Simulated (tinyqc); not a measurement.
Inside a calculation. Method: UKS/BP86 in the sto-3g basis, for BH, spin multiplicity 3. One step of it, computed by the program tinyqc.

Problem. Iteration 1: building the Kohn-Sham matrix. J_ij = sum D_kl (ij|kl) with D = D(alpha) + D(beta); F = H + J + V_xc; E = tr D H + tr D J / 2 + E_xc + E_nn.

D(alpha) at the start, lower triangle:
```
            1B 1s      1B 2s     1B 2px    1B 2py     1B 2pz     2H 1s
1B 1s    1.081158
1B 2s   -0.305219   1.142572
1B 2px   0.000000   0.000000   0.509757
1B 2py   0.000000   0.000000  -0.499905  0.490243
1B 2pz  -0.015839   0.070337   0.000000  0.000000   1.076584
2H 1s    0.026007  -0.083890   0.000000  0.000000  -0.096894  0.014021
```

D(beta) at the start, lower triangle:
```
            1B 1s      1B 2s    1B 2px    1B 2py     1B 2pz     2H 1s
1B 1s    1.058969
1B 2s   -0.218619   0.804588
1B 2px   0.000000   0.000000  0.000000
1B 2py   0.000000   0.000000  0.000000  0.000000
1B 2pz  -0.139939   0.554679  0.000000  0.000000   0.382509
2H 1s    0.030726  -0.102308  0.000000  0.000000  -0.070499  0.013018
```

core Hamiltonian H = T + V (hartree), lower triangle:
```
             1B 1s      1B 2s     1B 2px     1B 2py     1B 2pz      2H 1s
1B 1s   -12.717771
1B 2s    -3.294168  -3.801164
1B 2px    0.000000   0.000000  -2.973559
1B 2py    0.000000   0.000000   0.000000  -2.973559
1B 2pz   -0.014787  -0.136881   0.000000   0.000000  -3.071131
2H 1s    -0.595147  -1.397534   0.000000   0.000000  -1.333397  -2.433902
```

Two-electron integrals (ij|kl) in chemists' order, unique and non-zero (hartree):
```
(11|11) 2.923513   (21|11) 0.518376   (21|21) 0.109262   (22|11) 0.744229
(22|21) 0.193177   (22|22) 0.544804   (31|31) 0.020264   (32|31) 0.029996
(32|32) 0.120346   (33|11) 0.742491   (33|21) 0.193240   (33|22) 0.544682
(33|33) 0.586773   (41|41) 0.020264   (42|41) 0.029996   (42|42) 0.120346
(43|43) 0.031630   (44|11) 0.742491   (44|21) 0.193240   (44|22) 0.544682
(44|33) 0.523513   (44|44) 0.586773   (51|51) 0.020264   (52|51) 0.029996
(52|52) 0.120346   (53|53) 0.031630   (54|54) 0.031630   (55|11) 0.742491
(55|21) 0.193240   (55|22) 0.544682   (55|33) 0.523513   (55|44) 0.523513
(55|55) 0.586773   (61|11) 0.091885   (61|21) 0.019310   (61|22) 0.034286
(61|33) 0.034122   (61|44) 0.034122   (61|51) 0.001383   (61|52) 0.002562
(61|55) 0.034634   (61|61) 0.003518   (62|11) 0.229899   (62|21) 0.060650
(62|22) 0.189204   (62|33) 0.183716   (62|44) 0.183716   (62|51) 0.006666
(62|52) 0.041259   (62|55) 0.199999   (62|61) 0.011449   (62|62) 0.092062
(63|31) 0.005956   (63|32) 0.028121   (63|53) 0.007620   (63|63) 0.009903
(64|41) 0.005956   (64|42) 0.028121   (64|54) 0.007620   (64|64) 0.009903
(65|11) 0.218465   (65|21) 0.058382   (65|22) 0.192193   (65|33) 0.182018
(65|44) 0.182018   (65|51) 0.011468   (65|52) 0.066252   (65|55) 0.212334
(65|61) 0.011533   (65|62) 0.109368   (65|65) 0.137191   (66|11) 0.393115
(66|21) 0.105614   (66|22) 0.373345   (66|33) 0.351387   (66|44) 0.351387
(66|51) 0.013752   (66|52) 0.113841   (66|55) 0.416799   (66|61) 0.020279
(66|62) 0.234945   (66|65) 0.302797   (66|66) 0.774606
```

nuclear repulsion = 1.98342283 hartree

V_xc(alpha) (hartree), lower triangle:
```
            1B 1s      1B 2s     1B 2px     1B 2py     1B 2pz      2H 1s
1B 1s   -1.922860
1B 2s   -0.302195  -0.512534
1B 2px   0.000000   0.000000  -0.497345
1B 2py   0.000000   0.000000   0.037588  -0.495795
1B 2pz  -0.001477  -0.007890   0.000000   0.000000  -0.533543
2H 1s   -0.054491  -0.160741   0.000000   0.000000  -0.154626  -0.208075
```

V_xc(beta) (hartree), lower triangle:
```
            1B 1s      1B 2s     1B 2px     1B 2py     1B 2pz      2H 1s
1B 1s   -1.897883
1B 2s   -0.280799  -0.392841
1B 2px   0.000000   0.000000  -0.386937
1B 2py   0.000000   0.000000   0.003221  -0.386840
1B 2pz  -0.012269  -0.095479   0.000000   0.000000  -0.395244
2H 1s   -0.051810  -0.144929   0.000000   0.000000  -0.151503  -0.194180
```

E_xc = sum of w rho eps_xc = -4.64351519 hartree

Give: Coulomb J; F(alpha); F(beta); total energy of this density.

Solution.

Coulomb J (hartree), lower triangle:
```
         1B 1s   1B 2s   1B 2px  1B 2py  1B 2pz   2H 1s
1B 1s   8.8509
1B 2s   1.8092  3.6698
1B 2px  0.0000  0.0000   3.6508
1B 2py  0.0000  0.0000  -0.0316  3.6496
1B 2pz  0.0254  0.1069   0.0000  0.0000  3.6965
2H 1s   0.3234  1.2587   0.0000  0.0000  1.2745  2.3896
```

F(alpha) (hartree), lower triangle:
```
          1B 1s    1B 2s  1B 2px  1B 2py   1B 2pz    2H 1s
1B 1s   -5.7897
1B 2s   -1.7872  -0.6439
1B 2px   0.0000   0.0000  0.1799
1B 2py   0.0000   0.0000  0.0060  0.1802
1B 2pz   0.0091  -0.0379  0.0000  0.0000   0.0918
2H 1s   -0.3262  -0.2996  0.0000  0.0000  -0.2135  -0.2524
```

F(beta) (hartree), lower triangle:
```
          1B 1s    1B 2s   1B 2px  1B 2py   1B 2pz    2H 1s
1B 1s   -5.7648
1B 2s   -1.7658  -0.5242
1B 2px   0.0000   0.0000   0.2903
1B 2py   0.0000   0.0000  -0.0284  0.2892
1B 2pz  -0.0017  -0.1254   0.0000  0.0000   0.2301
2H 1s   -0.3235  -0.2838   0.0000  0.0000  -0.2104  -0.2385
```

total energy of this density = -24.316029 hartree

This density is the starting one.
